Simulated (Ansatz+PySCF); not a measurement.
**singlet CH3Cl: levels of theory in one basis**

```xyz
5

C     0.0000    0.0000   -1.1193
Cl    0.0000    0.0000    0.6560
H     0.0000   -1.0366   -1.4786
H    -0.8977    0.5183   -1.4786
H     0.8977    0.5183   -1.4786
```

Basis set: def2-SVP (spherical functions). Correlated methods keep 6 orbitals frozen. Charge 0, multiplicity 1.

Computed with Ansatz (development build ahead of 0.2.0); each method stands on the lowest determinant of its kind that the runs found. NEVPT2 correlates all electrons. Active spaces start from the frontier orbitals, and the lowest solution found is given.

```json
{"method": "RHF", "E − E(RHF) (eV)": "0.00", "<S²> of the determinant": "0.00"}
{"method": "RHF-MP2", "E − E(RHF) (eV)": "-7.71", "<S²> of the determinant": "–"}
{"method": "RHF-CCSD(T)", "E − E(RHF) (eV)": "-8.72", "<S²> of the determinant": "–"}
{"method": "CASSCF(2,2)", "E − E(RHF) (eV)": "-0.46", "<S²> of the determinant": "–"}
{"method": "SC-NEVPT2(2,2)", "E − E(RHF) (eV)": "-8.02", "<S²> of the determinant": "–"}
```

(1) What does RHF-CCSD give on the same scale?

(2) Is a single determinant a sound starting point here?

Answers

(1) -8.53 eV.

(2) By this sign, yes. Unrestricted orbitals gain 0.00 eV and <S²> is 0.00 against 0.00 for a pure state. The CASSCF(2,2) natural occupations are 1.97, 0.03.

Caution for CASSCF(2,2), SC-NEVPT2(2,2): other starts end on other solutions of this active space.
